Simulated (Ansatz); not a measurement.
One change: `C/C(F)=C(/O)F` becomes `CC(F)=C(F)F`.

Ansatz, PBE0-D4/def2-TZVP geometries, multiplicity 1. Each molecule was computed in one conformer, which needn't be the lowest.

```csv
property,`C/C(F)=C(/O)F`
HOMO energy (ωB97M-V/def2-TZVPP) / eV,-8.87
zero-point energy (PBE0-D4/def2-TZVP) / kJ/mol,182.2
HOMO–LUMO gap (B3LYP/def2-TZVPP) / eV,6.81
"ideal-gas entropy at 298 K and 1 bar (rigid rotor, harmonic PBE0-D4/def2-TZVP) / J/(mol·K)",330
LUMO energy (PBE/def2-TZVPP) / eV,-0.15
HOMO–LUMO gap (ωB97M-V/def2-TZVPP) / eV,11.14
```

Question: What does the change do to each property? (Estimate.)

Answer: Computed: 
```
                                                                                  property  `CC(F)=C(F)F`  shift
                                                     HOMO energy (ωB97M-V/def2-TZVPP) / eV          -9.38  -0.51
                                            zero-point energy (PBE0-D4/def2-TZVP) / kJ/mol          150.9  -31.3
                                                     HOMO–LUMO gap (B3LYP/def2-TZVPP) / eV           7.50   0.69
ideal-gas entropy at 298 K and 1 bar (rigid rotor, harmonic PBE0-D4/def2-TZVP) / J/(mol·K)            323     -7
                                                         LUMO energy (PBE/def2-TZVPP) / eV          -0.14   0.01
                                                   HOMO–LUMO gap (ωB97M-V/def2-TZVPP) / eV          12.14   1.00
```

With PBE0 the HOMO falls by 0.50 eV and the LUMO rises by 0.11 eV, so the gap widens by about 0.61 eV. PBE moves the HOMO by -0.44 eV and ωB97M-V by -0.51 eV. The zero-point energy changes by -31.3 kJ/mol with -3 modes.

Positive LUMOs are unbound, so they and the gaps depend on the basis.

B3LYP here is the variant with VWN-RPA as its local correlation; programs differ in this.
